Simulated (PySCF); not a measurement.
# AlS₂⁻, singlet: computed properties

All numbers come from PySCF, PBE0, basis Al def2-TZVPD, S def2-TZVPD (no relativity, density fitting).

The structure is a minimum.

```
Point group                                                                   : D∞h
Bond lengths                                                                  : Al–S 2.054 Å (×2)
Bond angles                                                                   : S–Al–S 180.0°
Heat capacity Cp at 298.15 K                                                  : 53.6 J/(mol K)
Lowest empty level                                                            : 2.64 eV
Enthalpy at 298.15 K above 0 K                                                : 12.76 kJ/mol
Entropy at 298.15 K and 1 bar                                                 : 259.1 J/(mol K)
Highest occupied level                                                        : -2.19 eV
Rotational symmetry number                                                    : 2
Rotational constants                                                          : 0.06247 cm⁻¹
Principal polarisabilities                                                    : 80.5, 80.5, 129.3 bohr³
Zero-point energy                                                             : 9.3 kJ/mol
Principal quadrupole moments (Buckingham, traceless) about the centre of mass : -26.29, 13.15, 13.15 D Å
Dipole moment about the centre of mass                                        : 0.00 D
```

Harmonic modes (masses in u: Al 26.982, S 31.972):
```
symmetry  ω (cm⁻¹)  IR (km/mol, summed over degenerate members)
      πu       180                                         38.4
     σg+       430                                          0.0
     σu+       761                                          219
```

In D∞h the vibrations span πu + σg+ + σu+. The σg+ mode carries no infrared intensity, as symmetry demands. With a centre of inversion only u modes can be infrared active and only g modes Raman active.

Charges (e); Mulliken and Löwdin values are unreliable with diffuse functions:
```json
{"atom": "Al1", "Mulliken": "0.26", "Löwdin": "-0.66", "polar tensor": "0.80", "Mayer order to Al1": "–"}
{"atom": "S2,3", "Mulliken": "-0.63", "Löwdin": "-0.17", "polar tensor": "-0.90", "Mayer order to Al1": "1.83"}
```

Mulliken populations on Al1: s 4.85, p 7.41, d 0.40, f 0.07.

Counting electrons, aluminium keeps none of its valence electrons outside its bonds, so the VSEPR class is AX2 and the expected shape is linear (D∞h), as computed.

This need not be the most stable arrangement of these atoms. The lowest empty level of this anion is unbound, so it and the gap depend on the basis.

The final relaxation and frequency run took 17 s on 2 threads of a shared Arm Neoverse V2 host, with 135 basis functions and 5 gradients; the process peaked at 1.1 GiB. Launch command: `OMP_NUM_THREADS=2 python axn.py task.json out`.
